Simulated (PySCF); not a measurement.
# C2H4Al−: NMR shifts and electronic excitations in gas and solvents

Aim: compute the NMR shifts and electronic excitations of C2H4Al− (`C#[C][AlH3-]`), and see what a dielectric continuum does where one was used.

Computed with PySCF 2.14.0, with density-fitted response routines of our own, on a single molecule, in the gas phase or a continuum. Atoms are numbered from 0 throughout.

## 1. The starting structure

7 atoms, charge -1, multiplicity 1; geometry from: GFN2-xTB.

Bonds of the start (Å): C0–C1 1.21, C1–Al2 2.02, C0–H3 1.06, Al2–H4 1.62, Al2–H5 1.62, Al2–H6 1.62.

## 2. Optimising the geometry at PBE0-D3(BJ)/def2-SVP

What the job is given:

```
{"job": {"xc": "PBE0", "basis": "def2-SVP", "d3": "d3bj", "grid": 1, "kind": "geom"}, "charge": -1, "multiplicity": 1}
C      2.081478    -0.109298    -0.272510
C      0.881076    -0.048692    -0.118470
Al    -1.114553     0.059830     0.139315
H      3.133824    -0.164632    -0.405518
H     -1.747685     1.131718    -0.903431
H     -1.782725    -1.396186    -0.122544
H     -1.448082     0.532164     1.656081
```

Standard output:

```text
step   0  E = -320.66462420  max force = 0.032877
step   1  E = -320.66554669  max force = 0.002567
step   2  E = -320.66559581  max force = 0.000594
step   3  E = -320.66559787  max force = 0.000224
optimisation converged
```

Run time: 4.8 s. Hardware: 1 thread, shared host.

Along the way:

| step | energy from step 0 (eV) | largest force component (eV/Å) |
| --- | --- | --- |
| 0 | 0.0000 | 1.6906 |
| 1 | -0.0251 | 0.1320 |
| 2 | -0.0264 | 0.0305 |
| 3 | -0.0265 | 0.0115 |

Close pairs (by a distance rule), those that changed most:

| bond | before (Å) | after (Å) | change (Å) |
| --- | --- | --- | --- |
| Al2–H6 | 1.623 | 1.640 | +0.017 |
| Al2–H5 | 1.623 | 1.640 | +0.017 |
| Al2–H4 | 1.624 | 1.640 | +0.016 |
| C0–C1 | 1.212 | 1.227 | +0.015 |
| C0–H3 | 1.062 | 1.075 | +0.013 |
| C1–Al2 | 2.015 | 2.006 | -0.009 |

The end geometry stands in the next job.

| at the end point | value |
| --- | --- |
| point group (found at 0.08 Å tolerance) | C3v |
| rotational constants (GHz, main isotopes) | 69.016, 4.263, 4.263 |

## 3. Shielding tensors: PBE0/pcSseg-1 in chloroform

What the job is given:

```
{"job": {"kind": "nmr", "xc": "PBE0", "basis": "pcSseg-1", "solvent": "chloroform", "pop": true}, "charge": -1, "multiplicity": 1}
C      2.049594    -0.198696    -0.292392
C      0.833616    -0.131344    -0.142144
Al    -1.155192    -0.007139     0.088457
H      3.114866    -0.258042    -0.422314
H     -1.730895     1.087381    -0.988667
H     -1.804047    -1.486886    -0.192920
H     -1.470740     0.476081     1.623700
```

Method: GIAO PBE0/pcSseg-1 NMR shielding, non-relativistic, IEF-PCM chloroform.

Standard output:

```text
coarse grid: 6280 points
cycle   1  E = -320.7900653062  dE = -2.158e-01  |g| = 3.736e-01  |ddm| = 2.344e+00
cycle   2  E = -320.7869682629  dE =  3.097e-03  |g| = 4.131e-01  |ddm| = 9.320e-01
cycle   3  E = -320.8320817122  dE = -4.511e-02  |g| = 1.384e-01  |ddm| = 4.135e-01
cycle   4  E = -320.8367210014  dE = -4.639e-03  |g| = 2.875e-02  |ddm| = 1.022e-01
cycle   5  E = -320.8369486392  dE = -2.276e-04  |g| = 3.219e-03  |ddm| = 3.333e-02
cycle   6  E = -320.8369528738  dE = -4.235e-06  |g| = 7.812e-04  |ddm| = 5.895e-03
final grid: 55800 points
cycle   7  E = -320.8561190333  dE = -7.355e-06  |g| = 2.846e-03  |ddm| = 1.592e-02
cycle   8  E = -320.8561189456  dE =  8.775e-08  |g| = 2.967e-03  |ddm| = 6.001e-03
cycle   9  E = -320.8561212621  dE = -2.317e-06  |g| = 7.016e-04  |ddm| = 2.844e-03
cycle  10  E = -320.8561213871  dE = -1.250e-07  |g| = 1.383e-04  |ddm| = 5.343e-04
cycle  11  E = -320.8561213917  dE = -4.552e-09  |g| = 1.398e-05  |ddm| = 1.039e-04
cycle  12  E = -320.8561213917  dE = -3.422e-11  |g| = 2.861e-06  |ddm| = 1.943e-05
converged SCF energy = -320.8561213917

GIAO shielding tensors (ppm)
atom      isotropic    diamagn.    paramagn.     s11        s22        s33       span
  0 C       86.461     261.506    -175.044     -0.377     -0.358    260.119    260.496
  1 C       75.418     255.292    -179.874    -30.121    -30.105    286.478    316.599
  2 Al     479.898     794.720    -314.822    479.174    480.246    480.275      1.101
  3 H       29.535      32.212      -2.677     24.288     24.288     40.030     15.743
  4 H       28.074      29.056      -0.982     25.677     26.866     31.679      6.002
  5 H       28.081      29.016      -0.935     25.686     26.864     31.694      6.008
  6 H       28.081      29.069      -0.988     25.686     26.864     31.693      6.007
```

Run time: 4.1 s. Hardware: 1 thread, shared host.

The references, computed at this level on geometries of the same kind, shield at (ppm): ¹H TMS 31.25, ¹³C TMS 185.2, ²⁷Al AlH4- 481.4. Their shielding less the atom's gives the shift. The references are single molecules in the same continuum. Shifts against hydride references such as AlH4− lie on their own scale. Atoms listed in one row are averaged.

| atoms | environment | σ (ppm) | δ (ppm) |
| --- | --- | --- | --- |
| C1 | alkyne carbon | 75.4 | 109.7 |
| C0 | terminal alkyne carbon | 86.5 | 98.7 |
| H4, H5, H6 | hydrogen on an aluminium bonded to C | 28.08 | 3.17 |
| H3 | hydrogen on a terminal alkyne carbon | 29.54 | 1.71 |
| Al2 | aluminium bonded to C, 3 H | 479.9 | 1.5 |

The run also stored atomic charges by several schemes (e):

| atoms | Mulliken | IAO | Hirshfeld | ESP fit |
| --- | --- | --- | --- | --- |
| C0 | -0.29 | -0.31 | -0.19 | -0.49 |
| C1 | -0.26 | -0.34 | -0.26 | -0.28 |
| Al2 | 0.59 | 0.28 | 0.13 | 0.64 |

Mayer bond orders: C0–C1 2.53, C1–Al2 0.79.

## 4. Shielding tensors: PBE0/pcSseg-1 in tetrahydrofuran

Same as in step 3 but for these lines:

```diff
@@ -1,2 +1,2 @@
-{"job": {"kind": "nmr", "xc": "PBE0", "basis": "pcSseg-1", "solvent": "chloroform", "pop": true}, "charge": -1, "multiplicity": 1}
+{"job": {"kind": "nmr", "xc": "PBE0", "basis": "pcSseg-1", "solvent": "tetrahydrofuran", "pop": false}, "charge": -1, "multiplicity": 1}
 C      2.049594    -0.198696    -0.292392
```

Method: GIAO PBE0/pcSseg-1 NMR shielding, non-relativistic, IEF-PCM tetrahydrofuran.

Standard output:

```text
coarse grid: 6280 points
cycle   1  E = -320.7984058267  dE = -2.240e-01  |g| = 3.705e-01  |ddm| = 2.345e+00
cycle   2  E = -320.7974853530  dE =  9.205e-04  |g| = 4.005e-01  |ddm| = 9.207e-01
cycle   3  E = -320.8399923068  dE = -4.251e-02  |g| = 1.310e-01  |ddm| = 4.004e-01
cycle   4  E = -320.8441164506  dE = -4.124e-03  |g| = 2.912e-02  |ddm| = 9.730e-02
cycle   5  E = -320.8443485584  dE = -2.321e-04  |g| = 3.187e-03  |ddm| = 3.279e-02
cycle   6  E = -320.8443526604  dE = -4.102e-06  |g| = 7.530e-04  |ddm| = 5.837e-03
final grid: 55800 points
cycle   7  E = -320.8635145442  dE = -7.371e-06  |g| = 2.818e-03  |ddm| = 1.605e-02
cycle   8  E = -320.8635145451  dE = -8.521e-10  |g| = 2.882e-03  |ddm| = 5.926e-03
cycle   9  E = -320.8635167601  dE = -2.215e-06  |g| = 6.264e-04  |ddm| = 2.768e-03
cycle  10  E = -320.8635168577  dE = -9.759e-08  |g| = 1.498e-04  |ddm| = 4.904e-04
cycle  11  E = -320.8635168631  dE = -5.401e-09  |g| = 1.405e-05  |ddm| = 1.087e-04
cycle  12  E = -320.8635168631  dE = -3.388e-11  |g| = 2.923e-06  |ddm| = 1.975e-05
converged SCF energy = -320.8635168631

GIAO shielding tensors (ppm)
atom      isotropic    diamagn.    paramagn.     s11        s22        s33       span
  0 C       85.078     261.290    -176.211     -2.389     -2.372    259.996    262.385
  1 C       76.568     255.451    -178.883    -28.390    -28.378    286.471    314.861
  2 Al     479.758     794.691    -314.933    478.944    480.151    480.178      1.234
  3 H       29.419      32.061      -2.641     24.163     24.164     39.931     15.768
  4 H       28.098      29.081      -0.983     25.702     26.883     31.708      6.005
  5 H       28.106      29.042      -0.937     25.712     26.882     31.723      6.011
  6 H       28.105      29.095      -0.990     25.712     26.882     31.722      6.010
```

It took 2.7 s on 1 thread, shared host.

Key values: δ C1 108.7, C0 100.2, Al2 0.9, H4 3.14, H3 1.82 ppm (means over like atoms).

## 5. TDDFT and polarisability: wB97X-D/def2-SVPD

Same as in step 4 but for these lines:

```diff
@@ -1,2 +1,2 @@
-{"job": {"kind": "nmr", "xc": "PBE0", "basis": "pcSseg-1", "solvent": "tetrahydrofuran", "pop": false}, "charge": -1, "multiplicity": 1}
+{"job": {"kind": "uv", "xc": "wB97X-D", "basis": "def2-SVPD", "dynamic": true, "nstates": 6, "ntriplets": 0}, "charge": -1, "multiplicity": 1}
 C      2.049594    -0.198696    -0.292392
```

Level: TDDFT wB97X-D/def2-SVPD, vertical, gas phase, core orbitals frozen in the response.

Standard output:

```text
coarse grid: 6280 points
cycle   1  E = -320.7583620965  dE = -2.028e-01  |g| = 3.500e-01  |ddm| = 4.379e+00
cycle   2  E = -320.7769347231  dE = -1.857e-02  |g| = 3.252e-01  |ddm| = 1.260e+00
cycle   3  E = -320.8041491463  dE = -2.721e-02  |g| = 8.678e-02  |ddm| = 5.103e-01
cycle   4  E = -320.8060296493  dE = -1.881e-03  |g| = 2.521e-02  |ddm| = 2.197e-01
cycle   5  E = -320.8062276444  dE = -1.980e-04  |g| = 2.605e-03  |ddm| = 8.620e-02
cycle   6  E = -320.8062319634  dE = -4.319e-06  |g| = 5.293e-04  |ddm| = 1.951e-02
final grid: 55800 points
cycle   7  E = -320.8555797327  dE = -3.128e-05  |g| = 2.495e-03  |ddm| = 7.035e-02
cycle   8  E = -320.8555798247  dE = -9.209e-08  |g| = 2.473e-03  |ddm| = 8.685e-03
cycle   9  E = -320.8555813319  dE = -1.507e-06  |g| = 6.397e-04  |ddm| = 3.613e-03
cycle  10  E = -320.8555814338  dE = -1.019e-07  |g| = 1.289e-04  |ddm| = 1.052e-03
cycle  11  E = -320.8555814395  dE = -5.653e-09  |g| = 2.247e-05  |ddm| = 4.343e-04
cycle  12  E = -320.8555814398  dE = -3.200e-10  |g| = 5.146e-06  |ddm| = 9.916e-05
converged SCF energy = -320.8555814398

Static polarisability (au): isotropic 69.943, principal 61.700 61.714 86.415

Singlet excitations
state   eV       nm        f      main configurations
  1   6.0506    204.9   0.01667   H-1->L 0.30, H->L+4 0.20, H-1->L+3 0.14
  2   6.0531    204.8   0.05369   H->L 0.93
  3   6.0576    204.7   0.03643   H-1->L 0.64, H-1->L+3 0.11
  4   6.2734    197.6   0.00416   H->L+4 0.25, H-1->L+3 0.24, H-3->L+4 0.18
  5   6.2752    197.6   0.00298   H->L+3 0.25, H-1->L+4 0.24, H-2->L+4 0.18
  6   6.5976    187.9   0.01428   H->L+2 0.43, H->L+1 0.32, H-3->L 0.11
```

It took 4.1 s on 1 thread, shared host.

The orbitals next to the gap, with their largest atomic shares:

| orbital | eV | atoms |
| --- | --- | --- |
| HOMO−3 | -5.50 | C0 37 %, C1 36 %, Al2 12 % |
| HOMO−2 | -5.50 | C0 37 %, C1 36 %, Al2 12 % |
| HOMO−1 | -4.39 | Al2 30 %, H5 25 %, H6 22 % |
| HOMO | -4.39 | H4 31 %, Al2 30 %, C1 11 % |
| LUMO | 5.28 | Al2 78 %, C0 6 %, H4 4 % |
| LUMO+1 | 6.16 | C0 53 %, H3 32 %, Al2 7 % |
| LUMO+2 | 6.58 | Al2 50 %, C1 16 %, H3 11 % |

With each of the 6 states as a Gaussian band of 0.4 eV half-width at 1/e, the curve within the window shown has maxima at 204 nm (ε 4,600) L/(mol cm). Beyond the last state computed it falls off for lack of states. The curve at chosen wavelengths:

| nm | ε (L/mol/cm) |
| --- | --- |
| 180 | 406 |
| 182 | 576 |
| 184 | 788 |
| 186 | 1053 |
| 188 | 1380 |
| 189 | 1570 |
| 191 | 2005 |
| 193 | 2504 |
| 195 | 3040 |
| 197 | 3572 |
| 199 | 4044 |
| 201 | 4403 |
| 203 | 4607 |
| 204 | 4641 |
| 206 | 4574 |
| 208 | 4337 |
| 210 | 3961 |
| 212 | 3491 |
| 214 | 2973 |
| 216 | 2451 |
| 218 | 1959 |
| 219 | 1732 |
| 221 | 1326 |
| 223 | 988 |
| 225 | 718 |
| 227 | 509 |

Ground-state properties from the same run:

| property | computed |
| --- | --- |
| polarisability (Å³) | 10.36 |
| HOMO–LUMO gap (eV) | 9.66 |
| −ε(HOMO) (eV) | 4.39 |
| C6 with itself (au) | 1383 |

## 6. Excited states and response: wB97X-D/def2-SVPD in chloroform

Same as in step 5 but for these lines:

```diff
@@ -1,2 +1,2 @@
-{"job": {"kind": "uv", "xc": "wB97X-D", "basis": "def2-SVPD", "dynamic": true, "nstates": 6, "ntriplets": 0}, "charge": -1, "multiplicity": 1}
+{"job": {"kind": "uv", "xc": "wB97X-D", "basis": "def2-SVPD", "solvent": "chloroform", "nstates": 6, "ntriplets": 0}, "charge": -1, "multiplicity": 1}
 C      2.049594    -0.198696    -0.292392
```

Level: TDDFT wB97X-D/def2-SVPD, vertical, IEF-PCM chloroform (non-equilibrium linear response), core orbitals frozen in the response.

Standard output:

```text
coarse grid: 6280 points
cycle   1  E = -320.8385085813  dE = -2.824e-01  |g| = 3.200e-01  |ddm| = 4.401e+00
cycle   2  E = -320.8607500400  dE = -2.224e-02  |g| = 2.371e-01  |ddm| = 1.059e+00
cycle   3  E = -320.8750981641  dE = -1.435e-02  |g| = 7.028e-02  |ddm| = 4.237e-01
cycle   4  E = -320.8763005047  dE = -1.202e-03  |g| = 2.458e-02  |ddm| = 1.747e-01
cycle   5  E = -320.8764784423  dE = -1.779e-04  |g| = 2.094e-03  |ddm| = 7.053e-02
cycle   6  E = -320.8764817086  dE = -3.266e-06  |g| = 4.191e-04  |ddm| = 1.454e-02
final grid: 55800 points
cycle   7  E = -320.9258115218  dE = -3.224e-05  |g| = 2.154e-03  |ddm| = 6.520e-02
cycle   8  E = -320.9258121377  dE = -6.158e-07  |g| = 1.573e-03  |ddm| = 7.697e-03
cycle   9  E = -320.9258127166  dE = -5.790e-07  |g| = 5.912e-04  |ddm| = 2.595e-03
cycle  10  E = -320.9258128028  dE = -8.614e-08  |g| = 1.294e-04  |ddm| = 1.034e-03
cycle  11  E = -320.9258128084  dE = -5.639e-09  |g| = 2.299e-05  |ddm| = 4.134e-04
cycle  12  E = -320.9258128088  dE = -3.567e-10  |g| = 5.466e-06  |ddm| = 9.032e-05
converged SCF energy = -320.9258128088

Static polarisability (au): isotropic 84.108, principal 75.321 75.358 101.645

Singlet excitations
state   eV       nm        f      main configurations
  1   6.1287    202.3   0.00000   H->L+2 0.29, H-1->L+1 0.28, H-3->L+2 0.15
  2   6.3456    195.4   0.00663   H->L+1 0.25, H-1->L+2 0.24, H-2->L+2 0.14
  3   6.3458    195.4   0.00666   H->L+2 0.24, H-1->L+1 0.24, H-2->L+1 0.14
  4   6.8713    180.4   0.03703   H->L 0.74, H->L+3 0.18
  5   6.8733    180.4   0.03739   H-1->L 0.74, H-1->L+3 0.17
  6   7.1704    172.9   0.04384   H->L+3 0.57, H->L 0.15
```

It took 3.7 s on 1 thread, shared host.

In short: HOMO -8.11 eV, LUMO 2.61 eV; lowest singlet 6.13 eV.

## 7. TDDFT and polarisability: wB97X-D/def2-SVPD in tetrahydrofuran

What the job is given:

```
{"job": {"kind": "uv", "xc": "wB97X-D", "basis": "def2-SVPD", "solvent": "tetrahydrofuran", "nstates": 6, "ntriplets": 0}, "charge": -1, "multiplicity": 1}
C      2.049594    -0.198696    -0.292392
C      0.833616    -0.131344    -0.142144
Al    -1.155192    -0.007139     0.088457
H      3.114866    -0.258042    -0.422314
H     -1.730895     1.087381    -0.988667
H     -1.804047    -1.486886    -0.192920
H     -1.470740     0.476081     1.623700
```

Level: TDDFT wB97X-D/def2-SVPD, vertical, IEF-PCM tetrahydrofuran (non-equilibrium linear response), core orbitals frozen in the response.

Standard output:

```text
coarse grid: 6280 points
cycle   1  E = -320.8467090731  dE = -2.905e-01  |g| = 3.171e-01  |ddm| = 4.404e+00
cycle   2  E = -320.8692093991  dE = -2.250e-02  |g| = 2.284e-01  |ddm| = 1.041e+00
cycle   3  E = -320.8825706226  dE = -1.336e-02  |g| = 6.786e-02  |ddm| = 4.155e-01
cycle   4  E = -320.8836859861  dE = -1.115e-03  |g| = 2.453e-02  |ddm| = 1.679e-01
cycle   5  E = -320.8838629302  dE = -1.769e-04  |g| = 2.121e-03  |ddm| = 6.921e-02
cycle   6  E = -320.8838663076  dE = -3.377e-06  |g| = 4.189e-04  |ddm| = 1.399e-02
final grid: 55800 points
cycle   7  E = -320.9331906601  dE = -3.240e-05  |g| = 2.112e-03  |ddm| = 6.508e-02
cycle   8  E = -320.9331913248  dE = -6.647e-07  |g| = 1.455e-03  |ddm| = 7.727e-03
cycle   9  E = -320.9331918167  dE = -4.919e-07  |g| = 5.786e-04  |ddm| = 2.484e-03
cycle  10  E = -320.9331918991  dE = -8.243e-08  |g| = 1.310e-04  |ddm| = 1.028e-03
cycle  11  E = -320.9331919049  dE = -5.788e-09  |g| = 2.374e-05  |ddm| = 4.130e-04
cycle  12  E = -320.9331919053  dE = -3.789e-10  |g| = 5.700e-06  |ddm| = 9.221e-05
converged SCF energy = -320.9331919053

Static polarisability (au): isotropic 86.940, principal 78.297 78.322 104.200

Singlet excitations
state   eV       nm        f      main configurations
  1   6.1371    202.0   0.00000   H->L+2 0.29, H-1->L+1 0.29, H-3->L+2 0.14
  2   6.3570    195.0   0.00585   H->L+1 0.20, H-1->L+2 0.20, H-2->L+2 0.12
  3   6.3572    195.0   0.00591   H->L+2 0.20, H-1->L+1 0.20, H-3->L+2 0.12
  4   6.9316    178.9   0.02887   H->L 0.70, H->L+3 0.21
  5   6.9337    178.8   0.02916   H-1->L 0.71, H-1->L+3 0.21
  6   7.2471    171.1   0.04712   H->L+3 0.53, H->L 0.18, H-3->L+3 0.09
```

Run time: 3.8 s. Hardware: 1 thread, shared host.

Key values: HOMO -8.48 eV, LUMO 2.32 eV; lowest singlet 6.14 eV.

## 8. Comparing the runs: NMR shifts

Shifts (ppm), means over like atoms, with basis size and wall time:

| run | C1 | C0 | H4 | H3 | Al2 | functions | time |
| --- | --- | --- | --- | --- | --- | --- | --- |
| PBE0/pcSseg-1 in chloroform | 109.7 | 98.7 | 3.17 | 1.71 | 1.5 | 78 | 4.1 s |
| PBE0/pcSseg-1 in tetrahydrofuran | 108.7 | 100.2 | 3.14 | 1.82 | 0.9 | 78 | 2.7 s |

The continuum's effect on the ground state:

| solvent | ε | polarisation energy (Eh) |
| --- | --- | --- |
| chloroform | 4.71 | -0.0723 |
| tetrahydrofuran | 7.43 | -0.0802 |

## 9. Run by run: electronic excitations

Excitations and ground-state properties, with basis size and wall time:

| run | lowest singlet (eV) | brightest (eV) | f | gap (eV) | α (Å³) | functions | time |
| --- | --- | --- | --- | --- | --- | --- | --- |
| wB97X-D/def2-SVPD | 6.05 | 6.05 | 0.054 | 9.66 | 10.36 | 96 | 4.1 s |
| wB97X-D/def2-SVPD in chloroform | 6.13 | 7.17 | 0.044 | 10.71 | 12.46 | 96 | 3.7 s |
| wB97X-D/def2-SVPD in tetrahydrofuran | 6.14 | 7.25 | 0.047 | 10.81 | 12.88 | 96 | 3.8 s |

The continuum's effect on the ground state:

| solvent | ε | polarisation energy (Eh) |
| --- | --- | --- |
| chloroform | 4.71 | -0.0721 |
| tetrahydrofuran | 7.43 | -0.0800 |

## 10. Results

| quantity | value |
| --- | --- |
| point group | C3v |
| rotational constants (main isotopes) | 69.02, 4.26, 4.26 GHz |
| ¹³C shifts against TMS (PBE0/pcSseg-1, chloroform) | 109.7, 98.7 ppm |
| ¹H shifts against TMS (PBE0/pcSseg-1, chloroform, means over atoms taken as alike) | 3.17, 1.71 ppm |
| ²⁷Al shifts against AlH4- (PBE0/pcSseg-1, chloroform) | 1.5 ppm |
| lowest singlet (wB97X-D/def2-SVPD) | 6.05 eV (205 nm), f = 0.017 |
| brightest single state of those computed | state 2, 6.05 eV, f = 0.054 |
| range of the shift of C0 | 98.7 to 100.2 ppm |
| range of the lowest singlet | 6.05 to 6.14 eV |

In words: Relaxing lowered the energy by 0.026 eV in 3 steps; the close pair that moved most is Al2–H6, from 1.623 to 1.640 Å. At PBE0/pcSseg-1: Shielding is most anisotropic at C1 (span 317 ppm, paramagnetic term -180 ppm). The lowest singlet, at 6.05 eV, is HOMO−1→LUMO 0.30, HOMO→LUMO+4 0.20 and is weak; of the 6 states computed, the strongest absorption comes from states 1 to 3 together at 6.05 eV. The lowest singlet lies above −ε(HOMO); no detachment energy was computed, so the anion's states may not be bound. Across the 2 runs the shift of C0 moves most, between 98.7 (PBE0/pcSseg-1 in chloroform) and 100.2 ppm (PBE0/pcSseg-1 in tetrahydrofuran). The continuum holds electrostatics alone: no hydrogen bonds to the solvent, and the gas-phase geometry is kept. The lowest singlet runs from 6.05 eV (wB97X-D/def2-SVPD) to 6.14 eV (wB97X-D/def2-SVPD in tetrahydrofuran), while the orbital gap spans 9.66 to 10.81 eV. The lowest state need not be the same one in every run.
